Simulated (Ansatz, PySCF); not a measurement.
Bond stretch in SMILES C=C (C₂H₄). The C1–C4 bond (C1 also carries H, H; C4 carries H, H) is varied alone, starting from the PBE0/def2-TZVP optimised geometry.

Levels: RKS-M06-2X/6-31G* = restricted M06-2X/6-31G*, spherical d (PySCF 2.14.0); RKS-CAM-B3LYP = restricted CAM-B3LYP/cc-pVTZ run with Ansatz (a quantum-chemistry and plane-wave program); UKS-B3LYP/6-31G* = unrestricted B3LYP/6-31G*, spherical d (PySCF).

Energies are in kcal/mol, each relative to the lowest point of its own curve near equilibrium.

```
R / Å  RKS-M06-2X/6-31G*  RKS-CAM-B3LYP  UKS-B3LYP/6-31G*
-----  -----------------  -------------  ----------------
0.99               170.5          155.7             170.3
1.06                91.9           82.6              92.2
1.14                38.3           33.3              38.7
1.18                21.8           18.5              22.3
1.26                 3.9            2.8               4.2
1.28                 1.8            1.2               2.0
1.32                 0.0            0.0               0.0
1.37                 1.2            1.8               0.9
1.41                 4.4            5.3               3.8
1.44                 7.8            8.8               6.9
1.56                27.6           28.6              25.4
1.64                44.0           44.8              40.8
1.80                79.6           79.5              71.8
1.97               117.0          115.6             100.5
2.15               153.3          150.5             125.9
2.36               190.2          185.8             149.1
2.66               232.5          226.2             187.3
2.90               258.8          226.7             191.8
3.24               287.4              —             193.8
3.58               308.2              —             194.1
4.02               326.5              —             194.2
4.61               341.5              —             194.0
```

At the longest distance, 4.61 Å, RKS-M06-2X/6-31G* lies highest above its minimum (341.5 kcal/mol) and UKS-B3LYP/6-31G* lowest (194.0 kcal/mol).

Dashes: no converged value, or the column stops at the first point that the program doubted or that broke a chosen test of continuity, which isn't proof of a fault.

The restricted form behind RKS-M06-2X/6-31G*, RKS-CAM-B3LYP keeps the bonding electrons paired and can't separate into open-shell fragments. The unrestricted determinant behind UKS-B3LYP/6-31G* is spin-contaminated at 1.80 to 4.61 Å (<S²> up to 1.6, against 0.00 for a pure singlet).
